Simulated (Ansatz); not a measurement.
# CHB (triplet): from Hartree-Fock to the top rungs, def2-TZVPP

An exercise on one series of results from a longer session: the logs are not shown, and one member is left open.

Computed with Ansatz 0.2.0, Gaussian basis. Level: def2-TZVPP, core rule «outside noble gas», up to 2 orbitals frozen.

To be run: UHF; ROHF; CCSD(T) on UHF.

2 further runs of the same task are left out: 2 set aside as unsound or not needed.

### The geometry

The geometry is a PBE0/def2-TZVP stationary point (not a proven minimum).

3 atoms, charge 0, spin multiplicity 3.

Atoms are counted from 1 here; the program's logs count them from 0.

Bond lengths: B1–C2 1.449 Å, B1–H3 1.179 Å. Angles: C2–B1–H3 180.0°.

As a file:

```xyz
3

B     0.0000    0.0000    0.0901
C     0.0000    0.0000   -1.3588
H     0.0000    0.0000    1.2688
```

The first run:

in.yaml reads:

```yaml
crystal:
  periodic: [false, false, false]
  atoms:
    - {symbol: B, position_ang: [0.000000, 0.000000, 0.090069]}
    - {symbol: C, position_ang: [0.000000, 0.000000, -1.358850]}
    - {symbol: H, position_ang: [0.000000, 0.000000, 1.268781]}
basis:
  gaussian: {orbitals: def2-TZVPP}
magnetization: {spin_polarized: true, initial_magnetization: 2}
hamiltonian: {xc: hf}
output: {orbitals: {seedname: orbitals}}
```

Command:

```sh
$ ansatz run in.yaml --threads 1 --pin off --events-out ev --progress --plain --max-ram 4096MiB --backend cpu
```

Steps of the session up to this table: UHF; ROHF; CCSD(T) on UHF.

One table of the session follows, with a row left open; its other results are not shown here.

```
  method  from UCCSD(T) (meV)
    ROHF              +5980.2
     UHF              +5882.1
    UMP2              +1008.8
   UCCSD                    ?
UCCSD(T)                    0
```

Q: Estimate the row for UCCSD from the others.

The run gave: from UCCSD(T) (meV): +233.6. In the column «from UCCSD(T) (meV)» it lies between UCCSD(T) (0) and UMP2 (+1008.8).

With the free atoms at the same levels and basis (separate runs), the atomisation energy is 8.439 eV at UCCSD(T), 6.895 eV at ROHF.
